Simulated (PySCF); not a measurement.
**SiP⁻: from constants to spectrum**

RHF-CCSD(T) constants of SiP⁻, ¹Σ⁺ (singlet), closed shell (basis Si aug-pcseg-1, P aug-pcseg-1; no relativity; PySCF 2.14; masses 27.9769 and 30.9738 u):

* ωe: 651.0 cm⁻¹
* ωexe: 2.54 cm⁻¹
* Be: 0.27445 cm⁻¹
* αe: 0.00143 cm⁻¹
* D (centrifugal): 1.95e-07 cm⁻¹
* De to Si⁻ + P: 4.54 eV

(1) Estimate the standard entropy (1 bar) and heat capacity of the ideal gas at 1000 K, rigid rotor with B0 and harmonic oscillator at the fundamental.

Correlated steps freeze 10 core orbitals. Correlated levels converge slowly with the basis: in double zeta they bind strong bonds too weakly, by up to about 1 eV, and carry superposition errors of some tenths. For an ion De counts to the pair picked by the measured ionisation energies or electron affinities, which need not be the lowest pair at this level. Where the molecule has an RHF reference, its open-shell atoms are computed with UHF. The CCSD T1 diagnostic is raised, a sign that a single reference may not be enough here.

Answers

(1) Translation (Sackur–Tetrode, M = 58.95 u): 184.9 J/(mol K). Rotation: q = kT/(σB0) = 2540 with σ = 1, 73.5. Vibration: x = hcν0/kT = 0.929, 9.22. S° = 267.6 J/(mol K); Cp = 7R/2 + 7.74 = 36.8 J/(mol K).
